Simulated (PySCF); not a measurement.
**Orbital energies, ionisation energy and electron affinity**

Species: C3H10N (charge +1).
Geometry (PBE0-D3(BJ)/def2-SVP, Å), atoms numbered from 1 in this order:
```xyz
14
C3H10N angstrom
C     -0.0373    1.3552   -0.5739
N      0.0311    0.0922    0.2106
C      1.2355   -0.7113   -0.1354
C     -1.2202   -0.7049    0.0883
H      0.8848    1.9280   -0.4168
H     -0.1427    1.1024   -1.6366
H     -0.9043    1.9398   -0.2424
H      0.1216    0.3574    1.1990
H      2.1333   -0.1000    0.0174
H      1.1646   -1.0130   -1.1882
H      1.2725   -1.6006    0.5056
H     -1.1446   -1.5946    0.7253
H     -2.0724   -0.0893    0.4011
H     -1.3426   -1.0060   -0.9600
```

Level: PBE0/def2-SVPD (PySCF). Frontier orbitals with their largest atomic shares (Löwdin; up to four atoms above 4 %):

```json
{"orbital": "HOMO−3", "ε (eV)": "-16.39", "main atoms": "C1 19 %, C3 17 %, C4 14 %, N2 12 %"}
{"orbital": "HOMO−2", "ε (eV)": "-16.39", "main atoms": "C4 20 %, C3 17 %, C1 13 %, N2 12 %"}
{"orbital": "HOMO−1", "ε (eV)": "-16.37", "main atoms": "N2 18 %, C1 14 %, C4 13 %, C3 13 %"}
{"orbital": "HOMO", "ε (eV)": "-16.24", "main atoms": "?"}
{"orbital": "LUMO", "ε (eV)": "-4.47", "main atoms": "H8 23 %, N2 12 %, C4 11 %, C3 11 %"}
{"orbital": "LUMO+1", "ε (eV)": "-3.02", "main atoms": "H8 18 %, H14 12 %, H6 12 %, H10 12 %"}
{"orbital": "LUMO+2", "ε (eV)": "-2.63", "main atoms": "N2 13 %, C4 11 %, C3 11 %, C1 10 %"}
```

Q: What vertical ionisation energy does ΔSCF give, and how far is −ε(HOMO) from it?

A: ΔSCF: 18.51 eV (1786 kJ/mol; threshold wavelength 67.0 nm); ⟨S²⟩ of the doublet left behind is 0.753, against 0.75 for a pure doublet. −ε(HOMO) is 16.24 eV, 2.27 eV below it. For the exact functional −ε(HOMO) would equal the first vertical ionisation energy; PBE0 (global hybrid, 25 % exact exchange) falls short of its own ΔSCF value by 12 %.

Q: On which atoms does the HOMO lie?

A: C1 (N-methyl carbon) 19 %, C3 (N-methyl carbon) 19 %, C4 (N-methyl carbon) 19 %, H5 (methyl hydrogen) 7 %, so no atom holds as much as 40 %. The HOMO−1 lies 0.13 eV lower.

Q: And the vertical electron affinity, the fundamental gap, Mulliken's electronegativity and the hardness (with the factor ½)?

A: EA = 3.01 eV by ΔSCF (−ε(LUMO) = 4.47 eV). IE − EA = 15.50 eV against an orbital gap of 11.77 eV; (IE + EA)/2 = 10.76 eV; (IE − EA)/2 = 7.75 eV. Parr's electrophilicity index (IE + EA)²/[8(IE − EA)] is 3.73 eV.

Q: What kinetic energy would electrons from this vertical process carry with He I light (21.218 eV)?

A: 21.22 − 18.51 = 2.71 eV.

Q: Shift the occupied levels rigidly so that −ε(HOMO) equals the ΔSCF value. What binding energies result?

A: The shift is +2.27 eV: HOMO 18.51, HOMO−1 18.64, HOMO−2 18.66, HOMO−3 18.66 eV. A rigid shift is only a rough guide to the deeper ionisations.

Geometry: PBE0-D3(BJ)/def2-SVP; no solvent, vibrations or thermal averaging.
